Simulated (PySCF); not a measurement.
# H2O3 (trioxidane) at CISD/STO-6G

What is the vertical ionisation energy of H2O3 (trioxidane) at CISD/STO-6G? 

The results are computed with PySCF 2.14.0.

5 further runs of the same task are left out: 5 set aside as unsound or not needed.

**1. The structure to begin with**

H2O3 has 5 atoms, charge 0, and is taken as a singlet. As SMILES, `OOO`. Geometry: relaxed at PBE0-D4/def2-TZVP. This is a higher conformer, about 11 kJ/mol above the lowest found by a separate search.

Bond lengths: O1–O2 1.403 Å, O2–O3 1.403 Å, O1–H4 0.968 Å, O3–H5 0.968 Å. Angles: O1–O2–O3 108.0°, O2–O1–H4 102.8°, O2–O3–H5 102.8°.

**2. A single-point energy at CISD/STO-6G**

File run.py:

```python
from pyscf import gto, scf, ci

mol = gto.M(
    atom='''
O       -0.968320      -0.699970      -0.146130
O       -0.133650      -0.043580       0.770240
O        1.173090      -0.066850       0.261080
H       -1.310410       0.028200      -0.685190
H        1.239280       0.782200      -0.199990
''',
    basis='sto-6g',
    charge=0,
    max_memory=1860,
    verbose=3,
    spin=0,
)

mf = scf.RHF(mol)
mf.conv_tol = 1e-10
mf.kernel()
if not mf.converged:
    mf = mf.newton().run(mf.mo_coeff, mf.mo_occ)

cisd = ci.CISD(mf, frozen=3)
cisd.kernel()
e_tot = cisd.e_tot
print('E = %.10f Eh' % e_tot)
```

Started as:

```console
OMP_NUM_THREADS=1 python run.py
```

Output:

```text
converged SCF energy = -224.705042461514
E(RCISD) = -224.8557584502295  E_corr = -0.1507159887154987
E = -224.8557584502 Eh
```

Run time: 0.8 s. Hardware: 1 thread of Arm Neoverse V1, shared host; peak memory 0.1 GiB.

**3. The doublet cation**

File calc.py:

```python
from pyscf import gto, scf, ci

system = gto.M(
    atom='''
O   -0.968320  -0.699970  -0.146130
O   -0.133650  -0.043580   0.770240
O    1.173090  -0.066850   0.261080
H   -1.310410   0.028200  -0.685190
H    1.239280   0.782200  -0.199990
''',
    charge=1,
    spin=1,
    max_memory=1860,
    verbose=3,
    basis='sto-6g',
)

mf = scf.UHF(system)
mf.conv_tol = 1e-10
mf.kernel()
if not mf.converged:
    mf = mf.newton().run(mf.mo_coeff, mf.mo_occ)

cisd = ci.CISD(mf, frozen=3)
cisd.kernel()
etot = cisd.e_tot
print('E = %.10f Eh' % etot)
```

Started as:

```console
OMP_NUM_THREADS=1 python calc.py
```

Output:

```text
converged SCF energy = -224.404805267244  <S^2> = 0.79438914  2S+1 = 2.0439072
E(UCISD) = -224.558263472789  E_corr = -0.1534582055451539
E = -224.5582634728 Eh
```

Run time: 0.92 s. Hardware: 1 thread of Arm Neoverse V1, shared host; peak memory 0.1 GiB.

**4. What came out**

At CISD/STO-6G, 3 core orbitals frozen:

| quantity | value |
| --- | --- |
| singlet H2O3: total energy | -224.85576 Eh |
| singlet H2O3: dipole moment (Hartree–Fock density) | 2.91 D |
| singlet H2O3: HOMO energy (Hartree–Fock orbitals) | -10.31 eV |
| singlet H2O3: LUMO energy (Hartree–Fock orbitals) | 11.55 eV |
| singlet H2O3: HOMO–LUMO gap (Hartree–Fock orbitals) | 21.86 eV |
| singlet H2O3: correlation energy (3 core orbitals frozen) | -150.7 mEh |
| doublet cation: total energy | -224.55826 Eh |
| doublet cation: HOMO energy (Hartree–Fock orbitals) (highest over α and β) | -21.58 eV |
| doublet cation: LUMO energy (Hartree–Fock orbitals) (lowest over α and β) | -5.15 eV |
| doublet cation: correlation energy (3 core orbitals frozen) | -153.5 mEh |
| doublet cation: ⟨S²⟩ of the reference determinant | 0.794 |
| vertical ionisation energy (to the doublet cation) | 8.095 eV |

**Reading.** The vertical ionisation energy comes to 8.10 eV (781 kJ/mol). In a minimal basis such a difference can be off by several eV, whatever the method. Mulliken charges (doublet cation) of the mean-field density run from -0.02 on O1 to +0.36 on H4.
